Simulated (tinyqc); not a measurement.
CIS on RHF in the sto-3g basis, for H2F+, spin multiplicity 1, step by step. One step of it, computed by the program tinyqc.

Question. CIS matrix, triplets. A(ia,jb) = (e_a - e_i) d_ij d_ab - (ij|ab).

orbital energies (hartree): MO1 -26.639278, MO2 -2.094790, MO3 -1.255427, MO4 -1.094241, MO5 -1.062641, MO6 0.024057, MO7 0.223367

Two-electron integrals over orbitals (pq|rs), unique and non-zero (hartree):
```
(11|11) 5.361186    (21|11) -0.499940   (21|21) 0.074174    (22|11) 1.198457
(22|21) -0.018623   (22|22) 0.858617    (31|31) 0.017086    (32|31) 0.025756
(32|32) 0.162409    (33|11) 0.993407    (33|21) -0.007902   (33|22) 0.764879
(33|33) 0.749715    (41|11) 0.133573    (41|21) -0.016430   (41|22) 0.015074
(41|33) 0.005038    (41|41) 0.029571    (42|11) -0.082143   (42|21) 0.008350
(42|22) 0.013680    (42|33) -0.003058   (42|41) 0.030950    (42|42) 0.159952
(43|31) -0.003847   (43|32) 0.004340    (43|43) 0.046744    (44|11) 1.189239
(44|21) -0.015204   (44|22) 0.825649    (44|33) 0.728449    (44|41) -0.011931
(44|42) -0.091214   (44|44) 0.930971    (51|51) 0.029644    (52|51) 0.038934
(52|52) 0.179905    (53|53) 0.038772    (54|51) -0.009792   (54|52) -0.034674
(54|54) 0.056712    (55|11) 1.264000    (55|21) -0.013978   (55|22) 0.877974
(55|33) 0.753474    (55|41) 0.003783    (55|42) -0.045083   (55|44) 0.852502
(55|55) 0.997514    (61|11) 0.240177    (61|21) -0.037425   (61|22) 0.004950
(61|33) 0.002905    (61|41) -0.003134   (61|42) -0.018007   (61|44) 0.014126
(61|55) 0.006515    (61|61) 0.023935    (62|11) -0.313290   (62|21) 0.008318
(62|22) -0.151718   (62|33) -0.093746   (62|41) -0.016866   (62|42) -0.035525
(62|44) -0.118940   (62|55) -0.160811   (62|61) 0.002333    (62|62) 0.080697
(63|31) -0.004156   (63|32) 0.029982    (63|43) 0.015765    (63|63) 0.068833
(64|11) -0.225802   (64|21) 0.002260    (64|22) -0.118527   (64|33) -0.070291
(64|41) -0.007971   (64|42) -0.004394   (64|44) -0.127277   (64|55) -0.120710
(64|61) 0.002119    (64|62) 0.059315    (64|64) 0.057434    (65|51) -0.015516
(65|52) -0.058206   (65|54) -0.003705   (65|65) 0.028865    (66|11) 0.708027
(66|21) -0.005651   (66|22) 0.584102    (66|33) 0.566398    (66|41) 0.016928
(66|42) 0.068591    (66|44) 0.541460    (66|55) 0.557323    (66|61) -0.003983
(66|62) -0.053937   (66|64) -0.028657   (66|66) 0.548370    (71|31) 0.017909
(71|32) 0.025600    (71|43) -0.004162   (71|63) -0.004024   (71|71) 0.018801
(72|31) 0.017239    (72|32) 0.059793    (72|43) -0.024080   (72|63) -0.029761
(72|71) 0.017282    (72|72) 0.055384    (73|11) 0.426587    (73|21) -0.008824
(73|22) 0.197565    (73|33) 0.159706    (73|41) -0.001352   (73|42) -0.055950
(73|44) 0.207909    (73|55) 0.225631    (73|61) 0.005850    (73|62) -0.077236
(73|64) -0.069601   (73|66) 0.021637    (73|73) 0.157693    (74|31) -0.007976
(74|32) -0.056934   (74|43) 0.014255    (74|63) -0.036605   (74|71) -0.008288
(74|72) -0.012167   (74|74) 0.046215    (75|53) 0.025538    (75|75) 0.020421
(76|31) -0.011207   (76|32) -0.103833   (76|43) -0.039116   (76|63) -0.082713
(76|71) -0.011454   (76|72) 0.006859    (76|74) 0.055082    (76|76) 0.158754
(77|11) 0.834813    (77|21) -0.008532   (77|22) 0.632321    (77|33) 0.634546
(77|41) 0.003287    (77|42) 0.006006    (77|44) 0.613160    (77|55) 0.620772
(77|61) 0.003570    (77|62) -0.052116   (77|64) -0.029869   (77|66) 0.546301
(77|73) 0.079011    (77|77) 0.594282
```

Give: CIS matrix A, triplet.

Answer.

CIS matrix A, triplet (hartree):
```
         1>6      1>7      2>6      2>7     3>6     3>7      4>6      4>7
1>6  25.9553   0.0000   0.0057   0.0000  0.0000  0.0112  -0.0169   0.0000
1>7   0.0000  26.0278   0.0000   0.0085  0.0112  0.0000   0.0000  -0.0033
2>6   0.0057   0.0000   1.5347   0.0000  0.0000  0.1038  -0.0686   0.0000
2>7   0.0000   0.0085   0.0000   1.6858  0.1038  0.0000   0.0000  -0.0060
3>6   0.0000   0.0112   0.0000   0.1038  0.7131  0.0000   0.0000   0.0391
3>7   0.0112   0.0000   0.1038   0.0000  0.0000  0.8442   0.0391   0.0000
4>6  -0.0169   0.0000  -0.0686   0.0000  0.0000  0.0391   0.5768   0.0000
4>7   0.0000  -0.0033   0.0000  -0.0060  0.0391  0.0000   0.0000   0.7044
5>6   0.0000   0.0000   0.0000   0.0000  0.0000  0.0000   0.0000   0.0000
5>7   0.0000   0.0000   0.0000   0.0000  0.0000  0.0000   0.0000   0.0000

        5>6     5>7
1>6  0.0000  0.0000
1>7  0.0000  0.0000
2>6  0.0000  0.0000
2>7  0.0000  0.0000
3>6  0.0000  0.0000
3>7  0.0000  0.0000
4>6  0.0000  0.0000
4>7  0.0000  0.0000
5>6  0.5294  0.0000
5>7  0.0000  0.6652
```
